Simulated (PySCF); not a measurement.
# Working out the ionisation energy of Cl

Cl [Ne] 3s2 3p5 (2P) → Cl⁺ [Ne] 3s2 3p4 (3P). All numbers are calculated (PySCF 2.14, no relativity, point nucleus, in cc-pV(T+d)Z (5s4p3d1f, 39 functions)). Frozen: [Ne]. Energies in hartree (1 hartree = 27.21139 eV):

```csv
part,Cl (lower),Cl⁺ (upper)
UHF,-459.485559,-459.052900
CCSD correlation,-0.182218,-0.149113
(T),-0.005783,-0.004407
```

Question: What does Hartree-Fock give?

Answer: (-459.052900) − (-459.485559) = 0.432659 hartree = 11.773 eV.

Question: What do CCSD and CCSD(T) give?

Answer: The CCSD correlation energies differ by 0.033105 hartree = 0.901 eV and the triples by 0.001376 hartree = 0.037 eV, so CCSD gives 12.674 eV and CCSD(T) 12.711 eV.

Measured between the centres of the two terms (NIST): 12.974 eV, so CCSD(T) (valence) is off by -0.263 eV.

What remains against the reference includes basis incompleteness, the frozen core and higher excitations.
